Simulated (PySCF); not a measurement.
# Static response to an electric field

Species: C5H7Cl.
Cartesian coordinates in Å at the GFN2-xTB level; atoms count from 1:
```xyz
13
C5H7Cl angstrom
C      2.7497    0.3853    0.2015
C      1.3638   -0.0184    0.1048
C      0.2228   -0.3740    0.0182
C     -1.1618   -0.7998   -0.0848
C     -2.0969    0.3662    0.2124
Cl    -3.8018   -0.1521    0.0847
H      2.8376    1.4620    0.0594
H      3.3359   -0.1207   -0.5652
H      3.1482    0.1239    1.1814
H     -1.3510   -1.1777   -1.0933
H     -1.3450   -1.6110    0.6251
H     -1.9511    0.7399    1.2259
H     -1.9548    1.1769   -0.5021
```

Level: CAM-B3LYP/def2-SVPD (PySCF), static field, nuclei fixed, core orbitals frozen in the response. The polarisability tensor in these axes (au):

```
x   108.83   8.14   1.88
y     8.14  60.56   1.06
z     1.88   1.06  56.57
```

**Question.** Give the principal values, the mean and the anisotropy Δα = √{½[(α1 − α2)² + (α2 − α3)² + (α1 − α3)²]}.

**Answer.** Principal values 56.30, 59.41 and 110.24 au; mean 75.32 au = 11.16 Å³ = 12.42 × 10⁻⁴⁰ C²·m²/J; Δα = 52.46 au (70 % of the mean).

**Question.** What is the dipole moment, and where does it point?

**Answer.** (2.43, 0.51, 0.12) D, 2.49 D in size, pointing from the negative to the positive side. Measured along this direction, the outermost atoms are Cl6 at the negative end and H8 and H9 at the positive end.

**Question.** What would n − 1 = 2πNα be for an ideal gas of these molecules at 500 K and 1 atm, electronic part alone?

**Answer.** N = p/kT = 1.4678 × 10¹⁹ cm⁻³, so n − 1 = 2π × N × 11.16 × 10⁻²⁴ cm³ = 1029 × 10⁻⁶ at long wavelengths, for an ideal gas.

**Question.** What molar refraction does this α imply?

**Answer.** Lorentz–Lorenz: R = (4π/3)N_A α = 2.5225 cm³/(mol·Å³) × 11.16 Å³ = 28.2 cm³/mol, in the limit of long wavelengths.

**Question.** Directions of the eigenvectors, and the extent of the frame along each?

**Answer.** Largest value along (0.99, 0.16, 0.04), where the nuclei span 7.02 Å; middle along (-0.17, 0.95, 0.25), 2.50 Å; least along (0.00, -0.25, 0.97), 1.91 Å. The response follows the extents in order.

**Question.** What depolarisation ratio follows for Rayleigh scattering of linearly polarised light, taking the static tensor?

**Answer.** ρ = 3Δα²/(45ᾱ² + 4Δα²) = 8255.0/(255278 + 11006.6) = 0.031.

Geometry: GFN2-xTB, one conformer, isolated molecule.
